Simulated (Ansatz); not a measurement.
Species: C6H6, net charge 1, doublet state. 
Coordinates optimised at B3LYP-D3(BJ)/def2-TZVP (Ansatz, a first-principles code):
```
C
H 1 1.0833
C 1 1.4251 2 119.20
C 3 1.3645 1 119.20 2 180.00
H 4 1.0813 3 121.38 1 -180.00
H 3 1.0813 4 121.38 5 0.00
C 1 1.4251 2 119.20 3 180.00
C 7 1.3645 1 119.20 2 -180.00
H 7 1.0813 8 121.38 1 180.00
H 8 1.0813 7 121.38 9 0.00
C 8 1.4251 10 119.41 7 -180.00
H 11 1.0833 8 119.20 10 0.00
```
Charge +1, spin multiplicity 2.

Total electronic energies in hartree. Cores are frozen in the correlated levels unless marked. Open shells are spin-unrestricted. Spin-orbit coupling is left out. Non-relativistic. 

```tsv
level	program	energy (Eh)
HF/6-31G*	Ansatz	-230.42146
SVWN5/def2-TZVPD	Ansatz	-229.83336
PBE-D4/def2-TZVPD	Ansatz + dftd4	-231.69365
BLYP/def2-TZVPD	Ansatz	-231.89755
PBE0-D3(BJ)/def2-TZVP	Ansatz + dftd3	-231.71953
PBE0-D3(BJ)/def2-TZVPD	Ansatz + dftd3	-231.71992
PBE0/def2-TZVP	Ansatz	-231.71019
BHLYP-D4/def2-TZVPD	Ansatz + dftd4	-231.86882
r2SCANh-D4/def2-TZVPD	Ansatz + dftd4	-231.84849
HSE06-D4/def2-TZVPD	Ansatz + dftd4	-231.70451
HSE06/def2-TZVPD	Ansatz	-231.69727
LC-wPBE/def2-TZVPD	Ansatz	-231.81354
PBE-QIDH/def2-TZVPD	Ansatz	-231.66066
CCSD/cc-pVDZ	Ansatz	-231.21724
```

Totals of different functionals don't rank their quality; only differences between species are comparable.
